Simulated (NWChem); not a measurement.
**SiH2 (SMILES [SiH2]) at 6 levels**

Wanted: a comparison of 6 runs (HF/STO-3G, HF/3-21G, HF/aug-cc-pVTZ, B3LYP/6-31G*, M06-2X/aug-cc-pVTZ, PBE0/aug-cc-pVTZ) of SiH2. 

The results are computed with NWChem 7.3.0.

2 further runs of the same task are left out: 2 set aside as unsound or not needed.

## 1. Starting point

The species is SiH2 (3 atoms), meant as a singlet with charge 0. As SMILES, `[SiH2]`. The shape is that of a PBE0-D4/def2-TZVP optimisation.

Bond lengths: Si1–H2 1.525 Å, Si1–H3 1.525 Å. Angles: H2–Si1–H3 91.2°.

## 2. Energy and gradient at HF/STO-3G (run 1)

m1.nw

```
start m1
title "H2Si hf"
memory total 2200 mb

geometry units atomic noautosym nocenter noautoz
  Si -0.92823347  0.88552566 -0.40364550
  H   1.58793686  1.09339554  0.98738190
  H  -0.65970339 -1.97892120 -0.58373640
end

basis spherical bse
  * library STO-3G
end

scf
  thresh 1e-08
  maxiter 80
  print low
end

task scf gradient
```

The run is started by

```
nwchem m1.nw > m1.out
```

Log:

```text
[...]
  functions       =    11
[...]
  wavefunction    = RHF
[...]
         Total SCF energy =   -286.662899255900
      One-electron energy =   -419.784170882576
      Two-electron energy =    123.165025579315
 Nuclear repulsion energy =      9.956246047361
        Time for solution =      0.1s
[...]
                         RHF ENERGY GRADIENTS
    atom               coordinates                        gradient
                 x          y          z           x          y          z
   1 Si     -0.928233   0.885526  -0.403646   -0.029728   0.028370  -0.012926
   2 H       1.587937   1.093396   0.987382    0.026799   0.002136   0.014807
   3 H      -0.659703  -1.978921  -0.583736    0.002929  -0.030506  -0.001880
 Task  times  cpu:        0.1s     wall:        0.1s
 Total times  cpu:        0.1s     wall:        0.1s
```

It took 0.84 s on 1 thread of AMD EPYC 7R43 (Zen 3), shared host; peak memory 0.096 GiB.

## 3. Energy and forces at HF/3-21G (run 2)

h2si.xyz

```xyz
3
H2Si
Si    -0.491200     0.468600    -0.213600
H      0.840300     0.578600     0.522500
H     -0.349100    -1.047200    -0.308900
```

run.py

```python
from ase.io import read
from ase.calculators.nwchem import NWChem

system = read('h2si.xyz')

calc = NWChem(
    label='h2si',
    theory='scf',
    memory='2200 mb',
    basis='3-21G',
    basispar='spherical bse',
    scf={'nopen': '0', 'rhf': None, 'thresh': '1e-08', 'maxiter': '80'},
)
system.calc = calc

forces = system.get_forces()
print("Total energy (eV):", round(system.get_potential_energy(), 6))
print("forces (eV/A):")
for s, f in zip(system.symbols, forces):
    print(f"{s:2s} {f[0]:10.5f} {f[1]:10.5f} {f[2]:10.5f}")
print("dipole (e A):", system.get_dipole_moment().round(4))
```

The run is started by

```
export ASE_NWCHEM_COMMAND="nwchem PREFIX.nwi > PREFIX.nwo"
python run.py
```

Log:

```text
Total energy (eV): -7850.051391
forces (eV/A):
Si    0.04448   -0.04283    0.01928
H     0.08264    0.16450    0.06361
H    -0.12712   -0.12166   -0.08294
dipole (e A): [ 0.0799 -0.0762  0.0348]
```

The calculator wrote h2si.nwi:

```
title "h2si"

permanent_dir h2si

scratch_dir h2si

start h2si

geometry units angstrom nocenter noautosym noautoz
  Si -4.9120000000000003e-01 4.6860000000000002e-01 -2.1360000000000001e-01
  H  8.4030000000000005e-01 5.7860000000000000e-01 5.2249999999999996e-01
  H  -3.4910000000000002e-01 -1.0471999999999999e+00 -3.0890000000000001e-01
end

memory 2200 mb

basis spherical bse noprint
   * library 3-21G
end

scf
  nopen 0
  rhf
  thresh 1e-08
  maxiter 80
end

task scf gradient
```

h2si.nwo:

```text
Northwest Computational Chemistry Package (NWChem) 7.3.0
             --------------------------------------------------------

           Job information
           ---------------

    nwchem branch   = 7.3.0
    use scalapack   = T
    input           = h2si.nwi
    prefix          = h2si.
    data base       = h2si/h2si.db
    status          = startup
    nproc           =        1

           Memory information
           ------------------

[... 5 lines left out ...]
    hardfail = no
[... 113 lines left out ...]
         Quadratically convergent ROHF
[... 14 lines left out ...]
       Final RHF  results
[... 4 lines left out ...]
      Two-electron energy =    121.366976549197
[... 26 lines left out ...]
                       ROHF Final Molecular Orbital Analysis
[... 175 lines left out ...]
                 ----------------------------------------
                 |  Time  |  1-e(secs)   |  2-e(secs)   |
                 ----------------------------------------
                 |  CPU   |       0.00   |       0.02   |
                 ----------------------------------------
                 |  WALL  |       0.00   |       0.02   |
                 ----------------------------------------

 Task  times  cpu:        0.1s     wall:        0.1s
 Total times  cpu:        0.2s     wall:        0.2s
```

Run time: 1.6 s. Hardware: 1 thread of AMD EPYC 7R43 (Zen 3), shared host; peak memory 0.096 GiB.

Run 3 isn't shown in full; the table further down has it.

## 4. Energy and forces at B3LYP/6-31G(d) (spherical functions) (run 4)

run.py

```python
from ase import Atoms
from ase.calculators.nwchem import NWChem

system = Atoms(['Si', 'H', 'H'], positions=[
    [-0.491200, 0.468600, -0.213600],
    [0.840300, 0.578600, 0.522500],
    [-0.349100, -1.047200, -0.308900],
])

calc = NWChem(
    label='a',
    theory='dft',
    memory='2200 mb',
    basis='6-31G*',
    basispar='spherical bse',
    dft={'xc': 'b3lyp', 'mult': '1', 'grid': 'xfine', 'convergence': 'energy 1e-08', 'iterations': '100', 'mulliken': None},
)
system.calc = calc

forces = system.get_forces()
e = system.get_potential_energy()
print(f"E = {e:.6f} eV")
print("forces (eV/A):")
for s, f in zip(system.symbols, forces):
    print(f"{s:2s} {f[0]:10.5f} {f[1]:10.5f} {f[2]:10.5f}")
print("dipole (e A):", system.get_dipole_moment().round(4))
```

The run is started by

```
export ASE_NWCHEM_COMMAND="nwchem PREFIX.nwi > PREFIX.nwo"
python run.py
```

Log:

```text
E = -7907.937550 eV
forces (eV/A):
Si   -0.07112    0.06741   -0.03096
H     0.06711    0.00915    0.03749
H     0.00401   -0.07657   -0.00653
dipole (e A): [ 0.0644 -0.0614  0.028 ]
```

The calculator wrote a.nwi:

```
title "a"

permanent_dir a

scratch_dir a

start a

geometry units angstrom nocenter noautosym noautoz
  Si -4.9120000000000003e-01 4.6860000000000002e-01 -2.1360000000000001e-01
  H  8.4030000000000005e-01 5.7860000000000000e-01 5.2249999999999996e-01
  H  -3.4910000000000002e-01 -1.0471999999999999e+00 -3.0890000000000001e-01
end

memory 2200 mb

basis spherical bse noprint
   * library 6-31G*
end

dft
  xc b3lyp
  mult 1
  grid xfine
  convergence energy 1e-08
  iterations 100
  mulliken
end

task dft gradient
```

a.nwo:

```text
Northwest Computational Chemistry Package (NWChem) 7.3.0
             --------------------------------------------------------

           Job information
           ---------------

    nwchem branch   = 7.3.0
    use scalapack   = T
    input           = a.nwi
    prefix          = a.
    data base       = a/a.db
    status          = startup
    nproc           =        1

           Memory information
           ------------------

[... 5 lines left out ...]
    hardfail = no
[... 84 lines left out ...]
  convergence criterion.
[... 41 lines left out ...]
          Spatial weights used:  Erf1
[... 32 lines left out ...]
 1-e energy   =    -421.196056
[... 42 lines left out ...]
           Coulomb energy =      142.804007054743
[... 232 lines left out ...]
          Convergence on density requested:  1.00D-05
[... 27 lines left out ...]
          total energy or number of iterations.
[... 34 lines left out ...]
                 ----------------------------------------
                 |  Time  |  1-e(secs)   |  2-e(secs)   |
                 ----------------------------------------
                 |  CPU   |       0.00   |       0.17   |
                 ----------------------------------------
                 |  WALL  |       0.00   |       0.17   |
                 ----------------------------------------

 Task  times  cpu:        4.0s     wall:        4.0s
 Total times  cpu:        4.1s     wall:        4.1s
```

It took 6 s on 1 thread of AMD EPYC 7R43 (Zen 3), shared host; peak memory 0.11 GiB.

Run 5 isn't shown in full; the table further down has it.

## 5. Energy and forces at PBE0/aug-cc-pVTZ (run 6)

run.nw

```
start run
title "H2Si"
memory 2200 mb

geometry units angstroms noautosym nocenter noautoz
Si    -0.491200     0.468600    -0.213600
H      0.840300     0.578600     0.522500
H     -0.349100    -1.047200    -0.308900
end

basis spherical bse
* library aug-cc-pVTZ
end

dft
xc pbe0
mult 1
grid fine
convergence energy 1e-08
iterations 100
mulliken
end

task dft gradient
```

The run is started by

```
nwchem run.nw > run.out
```

Log:

```text
[...]
          Wavefunction type:  closed shell.
          No. of atoms     :     3
          No. of electrons :    16
[...]
          Charge           :     0
          Spin multiplicity:     1
[...]
          AO basis - number of functions:    96
[...]
              XC Information
              --------------
                         PBE0 Method XC Functional
                     Hartree-Fock (Exact) Exchange  0.250
          PerdewBurkeErnzerhof Exchange Functional  0.750
            Perdew 1991 LDA Correlation Functional  1.000 local
           PerdewBurkeErnz. Correlation Functional  1.000 non-local
[...]
 d= 0,ls=0.0,diis     1   -290.4783345029 -3.00D+02  4.57D-03  1.14D-01     5.4
[...]
 d= 0,ls=0.0,diis     7   -290.4900309413 -3.07D-09  1.03D-07  4.75D-11    19.6
         Total DFT energy =     -290.490030941289
      One electron energy =     -421.765378171485
           Coulomb energy =      142.751464269285
    Exchange-Corr. energy =      -21.432363796816
 Nuclear repulsion energy =        9.956246757726
[...]
  wavefunction    = closed shell
                         DFT ENERGY GRADIENTS
    atom               coordinates                        gradient
                 x          y          z           x          y          z
   1 Si     -0.928233   0.885526  -0.403645    0.000811  -0.000766   0.000354
   2 H       1.587937   1.093395   0.987382   -0.000815  -0.000172  -0.000463
   3 H      -0.659703  -1.978921  -0.583736    0.000004   0.000938   0.000109
[...]
```

Wall time 29 s (1 thread of AMD EPYC 7R43 (Zen 3), shared host); peak memory 0.12 GiB.

## 6. The series

```csv
run,level,iteration cap,module,energy (Eh),largest force (eV/Å),wall time
1,HF/STO-3G,80,scf,-286.662899,2.215,0.84 s
2,HF/3-21G,80,scf,-288.484070,0.195,1.6 s
3,HF/aug-cc-pVTZ,80,scf,-290.030463,0.444,53 s
4,B3LYP/6-31G* (spherical functions),100,dft,-290.611347,0.103,6 s
5,M06-2X/aug-cc-pVTZ,100,dft,-290.594123,0.231,47 s
6,PBE0/aug-cc-pVTZ,100,dft,-290.490031,0.060,29 s
```

## 7. Summary of results

| quantity | value |
| --- | --- |
| run 6: total energy | -290.49003 Eh |
| run 6: dipole moment | 0.19 D |
| run 6: HOMO energy | -6.89 eV |
| run 6: LUMO energy | -3.14 eV |
| run 6: HOMO–LUMO gap | 3.75 eV |
| run 6: largest force on an atom | 0.060 eV/Å |

What this shows: Over runs 2, 3, 4, 5, 6 the dipole moment (its size) runs from 0.11 D (M06-2X/aug-cc-pVTZ) to 0.56 D (HF/3-21G). The two ends differ in method and basis. Over runs 2, 3, 4, 5, 6 the HOMO–LUMO gap runs from 3.35 eV (B3LYP/6-31G*) to 9.26 eV (HF/3-21G). Totals of different functionals can't be ranked against each other. In run 1 the basis is minimal, so the values are rough. All runs together took 2.3 min, the longest 53 s.
